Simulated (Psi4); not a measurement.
**BH2F− (SMILES [BH2-]F): UMP2/cc-pCVTZ (density fitting, density fitting for correlation, sweep point 4)**

Aim: the vertical electron affinity of BH2F− at UMP2/cc-pCVTZ (density fitting, density fitting for correlation, sweep point 4), from 2 runs. 

The calculation is run with Psi4 1.11.

## (1) The system as given

BH2F− has 4 atoms, charge -1, and is taken as a doublet. SMILES: `[BH2-]F`. Geometry: relaxed at GFN2-xTB.

Bond lengths: B1–F2 1.499 Å, B1–H3 1.242 Å, B1–H4 1.242 Å. Angles: F2–B1–H3 108.4°, F2–B1–H4 108.4°, H3–B1–H4 113.0°.

## (2) A single-point energy at UMP2/cc-pCVTZ (density fitting, density fitting for correlation, sweep point 4)

job.dat reads:

```
memory 1600 mb

molecule {
  -1 2
  B     -0.086340     0.304430     0.102380
  F      1.031910    -0.468820     0.732960
  H     -1.140340    -0.333670     0.256190
  H      0.194760     0.498060    -1.091520
  symmetry c1
}

set {
  reference uhf
  puream true
  scf_type df
  num_frozen_docc 0
  maxiter 150
}

e = energy("mp2/cc-pCVTZ")
print_variables()
```

Started as:

```console
$ psi4 job.dat job.out -n 1
```

job.out:

```text
[...]
  Running in c1 symmetry.
[...]
  Nuclear repulsion =   24.681591575925811
[...]
  Multiplicity = 2
[...]
  Nalpha       = 9
  Nbeta        = 8
[...]
    Number of basis functions: 114
[...]
   @DF-UHF iter   1:  -125.25709629171975   -9.15965e-01   3.02226e-03 ADIIS/DIIS
[...]
   @DF-UHF iter  13:  -125.31156770334391   -5.40012e-12   5.07886e-09 DIIS
[...]
   @S^2 Observed:                7.545770137E-01
[...]
    Orbital Energies [Eh]
    ---------------------
    Alpha Occupied:
       1A    -25.989846     2A     -7.368814     3A     -1.279954
       4A     -0.482578     5A     -0.382919     6A     -0.378281
       7A     -0.326990     8A     -0.200425     9A     -0.037852
    Alpha Virtual:
      10A      0.380743    11A      0.421364    12A      0.423015
      13A      0.485860    14A      0.491960    15A      0.564501
      16A      0.703984    17A      0.764209    18A      0.776953
      19A      0.837698    20A      0.852460    21A      0.884948
      22A      0.996387    23A      1.089511    24A      1.253682
      25A      1.275558    26A      1.329733    27A      1.339201
[...]
  @DF-UHF Final Energy:  -125.31156770334391
   => Energetics <=
    Nuclear Repulsion Energy =             24.6815915759258111
    One-Electron Energy =                -227.2446528927660552
    Two-Electron Energy =                  77.2514936134963364
    Total Energy =                       -125.3115677033439113
  UHF NO Occupations:
  HONO-2 :    7  A 1.9995824
  HONO-1 :    8  A 1.9983969
[...]
 Multipole Moments:
 ------------------------------------------------------------------------------------
     Multipole            Electronic (a.u.)      Nuclear  (a.u.)        Total (a.u.)
 ------------------------------------------------------------------------------------
 L = 1.  Multiply by 2.5417464519 to convert [e a0] to [Debye]
 Dipole X            :          2.4820796           -1.7653708            0.7167088
 Dipole Y            :         -0.8587898            0.3023381           -0.5564517
 Dipole Z            :          1.9290889           -1.5623787            0.3667102
 Magnitude           :                                                    0.9786656
[...]
```

Wall time 1.7 s (1 thread of Intel Xeon 6975P-C (Granite Rapids), shared host); peak memory 0.25 GiB.

## (3) Singlet [BH2F]2−, same level

input.inp reads:

```
memory 1600 mb

molecule system {
  -2 1
  B     -0.086340     0.304430     0.102380
  F      1.031910    -0.468820     0.732960
  H     -1.140340    -0.333670     0.256190
  H      0.194760     0.498060    -1.091520
  units angstrom
  symmetry c1
}

set globals {
  basis cc-pCVTZ
  puream true
  scf_type df
  num_frozen_docc 0
}

result = energy('mp2')
```

Started as:

```console
$ psi4 -i input.inp -o input.out -n 1
```

input.out:

```text
[...]
  Running in c1 symmetry.
[...]
  Nuclear repulsion =   24.681591575925811
[...]
  Multiplicity = 1
[...]
  Nalpha       = 9
  Nbeta        = 9
[...]
    Number of basis functions: 114
[...]
   @DF-RHF iter   1:  -124.80636103628490   -4.65230e-01   4.46806e-03 ADIIS/DIIS
[...]
   @DF-RHF iter  12:  -124.99040378605895   -1.51630e-11   6.71787e-09 DIIS
[...]
    Orbital Energies [Eh]
    ---------------------
    Doubly Occupied:
       1A    -25.757498     2A     -7.109417     3A     -1.051393
       4A     -0.240227     5A     -0.151044     6A     -0.149169
       7A     -0.083426     8A      0.039715     9A      0.285382
[...]
  @DF-RHF Final Energy:  -124.99040378605895
   => Energetics <=
    Nuclear Repulsion Energy =             24.6815915759258111
    One-Electron Energy =                -230.9098394368492109
    Two-Electron Energy =                  81.2378440748644550
    Total Energy =                       -124.9904037860589483
[...]
 Multipole Moments:
 ------------------------------------------------------------------------------------
     Multipole            Electronic (a.u.)      Nuclear  (a.u.)        Total (a.u.)
 ------------------------------------------------------------------------------------
 L = 1.  Multiply by 2.5417464519 to convert [e a0] to [Debye]
 Dipole X            :          3.8657562           -1.7653708            2.1003854
 Dipole Y            :         -2.4250153            0.3023381           -2.1226772
 Dipole Z            :          2.3332573           -1.5623787            0.7708786
 Magnitude           :                                                    3.0840932
[...]
```

Wall time 1.6 s (1 thread of Intel Xeon 6975P-C (Granite Rapids), shared host); peak memory 0.24 GiB.

## (4) Outcome

At UMP2/cc-pCVTZ (density fitting, density fitting for correlation, sweep point 4):

```
                                                                 quantity          value
                                              doublet BH2F−: total energy  -125.78994 Eh
doublet BH2F−: HOMO energy (Hartree–Fock orbitals) (highest over α and β)       -1.03 eV
 doublet BH2F−: LUMO energy (Hartree–Fock orbitals) (lowest over α and β)        9.32 eV
                                        doublet BH2F−: correlation energy     -478.4 mEh
                         doublet BH2F−: ⟨S²⟩ of the reference determinant          0.755
                                           singlet [BH2F]2−: total energy  -125.50158 Eh
                    singlet [BH2F]2−: HOMO energy (Hartree–Fock orbitals)        7.77 eV
                    singlet [BH2F]2−: LUMO energy (Hartree–Fock orbitals)       15.86 eV
  singlet [BH2F]2−: HOMO–LUMO gap (to an unbound level, set by the basis)        8.09 eV
                                     singlet [BH2F]2−: correlation energy     -511.2 mEh
                      vertical electron affinity (to the singlet dianion)      -7.847 eV
```

**Reading.** The dianion lies 7.85 eV (181 kcal/mol) above the anion: the electron isn't bound at this level, and such a value depends on the basis. Without diffuse functions anions come out too high. The HOMO (singlet [BH2F]2−) lies at positive energy, 7.77 eV: the electron is unbound at this level or held by a compact basis; values depend on the basis.
